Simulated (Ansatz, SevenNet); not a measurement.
For 1T (CdI2-type) CdI₂, the machine-learned potential SevenNet-l3i5 (trained on PBE and PBE+U data) gives:

- lattice parameter a = 4.337 Å
- lattice parameter c = 7.754 Å

Task: What does HSE06 (Ansatz, a quantum-chemistry and plane-wave program, plane waves, PAW) give for the same quantities?

Result: 
- lattice constant a: 4.296 Å (shrinks by 0.9 %)
- lattice parameter c: 7.619 Å (shrinks by 1.7 %)

For comparison: lattice constant a 4.244 Å (measured, temperature not stated, no zero-point or thermal correction; as tabulated in de Haan, NBS Special Publication (1969), 233, by the Crystallography Open …); lattice parameter c 6.859 Å (measured, temperature not stated, no zero-point or thermal correction; as tabulated in de Haan, NBS Special Publication (1969), 233, by the Crystallography Open …).

Changes are worked out from the printed values.

Unless a cell is named, each level is at its own relaxed cell (SevenNet-l3i5 42.10, HSE06 40.59 Å³/atom).

Caveats: the cell comes from a level without a dispersion term, which matters for the spacing of layers, chains or molecules (HSE06). Ansatz's density-functional and Hartree–Fock values are scalar-relativistic unless marked +SOC, with PAW data made under PBE.
